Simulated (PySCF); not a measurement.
## Isomers of C6H12: computed energies against enthalpies of formation

**The experiment to reproduce.**

CRC Handbook of Chemistry and Physics lists, for the gas at 298.15 K: enthalpy of formation of `C=CC(C)(C)C` (3,3-dimethyl-1-butene) -60.3 kJ/mol; enthalpy of formation of `CC/C=C\CC` (cis-3-hexene) -47.6 kJ/mol.

The runs below try to reproduce these values; the comparison stands at the end.

Differences of these values give the isomerisation enthalpies. Geometries: PBE0-D3(BJ)/def2-TZVP; runs in PySCF, gas phase, with a dispersion term only where the level names one. Total electronic energies (Eh):

```
     SMILES  PBE0-D3(BJ)/def2-TZVP  PBE0/pcSseg-2
C=CC(C)(C)C             -235.64486     -235.63490
  CC/C=C\CC             -235.64466     -235.63632
```

Geometry of `C=CC(C)(C)C` (Å):
```
atom  x, y, z in Å
C1     2.0630   -0.7967    0.5914
C2     1.1977   -0.3950   -0.3286
C3    -0.2107    0.0867   -0.1117
C4    -0.3187    1.5112   -0.6632
C5    -1.1536   -0.8259   -0.9017
C6    -0.6087    0.0786    1.3575
H7     3.0587   -1.1240    0.3160
H8     1.8181   -0.8159    1.6473
H9     1.5099   -0.4006   -1.3729
H10   -1.3457    1.8774   -0.5786
H11   -0.0346    1.5468   -1.7183
H12    0.3352    2.1926   -0.1142
H13   -1.1073   -1.8514   -0.5282
H14   -2.1858   -0.4752   -0.8166
H15   -0.8892   -0.8404   -1.9624
H16   -0.5444   -0.9263    1.7818
H17    0.0310    0.7398    1.9470
H18   -1.6396    0.4236    1.4684
```

Geometry of `CC/C=C\CC` (Å):
```
atom  x, y, z in Å
C1    -2.7623   -0.0416   -0.1471
C2    -1.3896    0.1954   -0.7682
C3    -0.5099    1.0231    0.1100
C4     0.6357    0.6660    0.6844
C5     1.3478   -0.6420    0.5731
C6     2.7223   -0.4951   -0.0711
H7    -2.6742   -0.6029    0.7859
H8    -3.2573    0.9054    0.0834
H9    -3.4116   -0.6027   -0.8231
H10   -0.9188   -0.7625   -0.9998
H11   -1.5189    0.7135   -1.7261
H12   -0.8768    2.0295    0.3069
H13    1.1395    1.4093    1.3006
H14    0.7516   -1.3637    0.0106
H15    1.4707   -1.0628    1.5784
H16    2.6330   -0.1319   -1.0975
H17    3.3389    0.2205    0.4792
H18    3.2544   -1.4490   -0.0917
```

Zero-point and thermal terms are left out, so the computed numbers are electronic energies.

## Comparison

Relative to `C=CC(C)(C)C`, the lowest by measurement, in kJ/mol (measured: enthalpies at 298.15 K; computed: electronic energies):

```tsv
SMILES	measured	PBE0-D3(BJ)/def2-TZVP	PBE0/pcSseg-2
C=CC(C)(C)C	0.0	0.0	0.0
CC/C=C\CC	12.7	0.5	-3.7
```

Measured values: -60.3 kJ/mol (298.15 K; CRC Handbook of Chemistry and Physics) for the first row; the others come from the same table. Unsigned miss: PBE0-D3(BJ)/def2-TZVP 12.2, PBE0/pcSseg-2 16.4 kJ/mol. PBE0/pcSseg-2 puts another isomer lowest. One conformer stands for `CC/C=C\CC`, not necessarily the lowest, while the measurement averages over conformers. Where a level misses, the cause wasn't examined.
